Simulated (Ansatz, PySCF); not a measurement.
Species: C3H7O, net charge -1, singlet state. It need not be the lowest isomer of its formula. Whether it binds its extra electron was not tested at this geometry. 
Coordinates optimised at B3LYP-D3(BJ)/def2-TZVP (Ansatz, a first-principles code):
```
C
O 1 1.3874
H 1 1.1087 2 110.97
H 1 1.1087 3 105.46 2 120.23
C 2 1.4898 1 115.48 3 58.45
H 5 1.1203 2 104.49 1 53.93
H 5 1.1203 6 103.00 2 108.96
C 1 1.5282 3 109.75 4 118.15
H 8 1.0932 1 110.17 3 -178.34
H 8 1.0932 9 107.78 1 120.23
H 8 1.0958 9 108.58 10 117.43
```
Charge -1, spin multiplicity 1.

Total electronic energies in hartree. Valence correlation only, unless marked. Spin-orbit coupling is left out. No relativistic terms. 

```tsv
level	program	energy (Eh)
HF/aug-cc-pVDZ	Ansatz	-192.44539
HF-D4/def2-TZVPD	PySCF + dftd4	?
RI-HF/aug-cc-pVTZ	Ansatz	-192.49318
RI-HF/cc-pVTZ	Ansatz	-192.48307
SVWN5/def2-TZVPD	Ansatz	?
PBE-D3(BJ)/def2-TZVPD	Ansatz + dftd3	-193.50661
B97M-V/def2-TZVPD	Ansatz	-193.72445
PBE0-D4/def2-TZVP	Ansatz + dftd4	-193.51255
PBE0/def2-TZVPD	Ansatz	-193.51313
HSE06-D3(BJ)/def2-TZVPD	Ansatz + dftd3	-193.50585
HSE06-D4/def2-TZVPD	Ansatz + dftd4	-193.50755
CAM-B3LYP-D4/def2-TZVPD	Ansatz + dftd4	-193.65854
LC-wPBE-D3(BJ)/def2-TZVPD	Ansatz + dftd3	-193.63041
B2GP-PLYP-D4/def2-TZVPD	Ansatz + dftd4	?
B2PLYP-D3(BJ)/def2-TZVPD	Ansatz + dftd3	-193.57994
MP2/6-31G*	Ansatz	-192.96841
RI-MP2/cc-pVQZ	Ansatz	-193.34007
SCS-MP2/STO-3G	Ansatz	-190.05690
SCS-MP2/6-31G	Ansatz	-192.71023
CCSD/6-31G*	Ansatz	-193.01193
CCSD/cc-pVTZ	Ansatz	-193.30417
CCSD(T)/STO-3G	Ansatz	-190.09932
```

**Question.** What belongs in the gaps?

**Answer.** 
- HF-D4/def2-TZVPD, energy (Eh): -192.52310
- SVWN5/def2-TZVPD, energy (Eh): -192.08977
- B2GP-PLYP-D4/def2-TZVPD, energy (Eh): -193.53864
